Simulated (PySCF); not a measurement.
## Highest orbital energy against ionisation energy along the third row

Calculated with PySCF 2.14, no spin-orbit coupling. Each cell gives −ε(HOMO) / ΔSCF in eV; NIST values include spin-orbit coupling, (s) semi-empirical, (t) theoretical.

| species | UHF | LDA | PBE | PBE0 | r2SCAN | NIST (lowest levels) |
| --- | --- | --- | --- | --- | --- | --- |
| Mg (aug-cc-pCVDZ, non-relativistic) | 6.887 / 6.619 | 4.788 / 7.741 | 4.714 / 7.638 | 5.434 / 7.565 | 4.817 / 7.382 | 7.646 |
| Al (aug-cc-pwCVDZ, non-relativistic) | 5.918 / 5.597 | 3.024 / 6.042 | 3.101 / 6.079 | 3.911 / 6.094 | 3.356 / 6.168 | 5.986 |
| Si (aug-cc-pwCVDZ, non-relativistic) | 8.194 / 7.650 | 4.586 / 8.251 | 4.617 / 8.208 | 5.638 / 8.228 | 4.934 / 8.331 | 8.152 |
| P (aug-cc-pwCVDZ, non-relativistic) | 10.677 / 9.936 | 6.312 / 10.603 | 6.307 / 10.506 | 7.547 / 10.547 | 6.722 / 10.652 | 10.487 |
| S (aug-cc-pwCVDZ, non-relativistic) | 10.220 / 9.223 | 6.130 / 10.576 | 6.110 / 10.427 | 7.368 / 10.401 | 6.355 / 10.368 | 10.360 |
| Cl (aug-cc-pwCVDZ, non-relativistic) | 13.053 / 11.821 | 8.197 / 13.243 | 8.120 / 13.012 | 9.591 / 12.999 | 8.455 / 13.058 | 12.968 |
| Ar (aug-cc-pwCVDZ, non-relativistic) | 16.116 / 14.669 | 10.420 / 16.062 | 10.307 / 15.786 | 12.008 / 15.803 | 10.768 / 15.878 | 15.760 |

How far is −ε(HOMO) from ΔSCF on average for each method, and why?

UHF 0.79 eV; LDA -4.15 eV; PBE -4.05 eV; PBE0 -2.88 eV; r2SCAN -3.78 eV. Hartree-Fock orbital energies lack relaxation and so exceed the ΔSCF value; semilocal functionals have convex E(N) from self-interaction, so their HOMO lies far too high; exact exchange moves hybrids part of the way back.
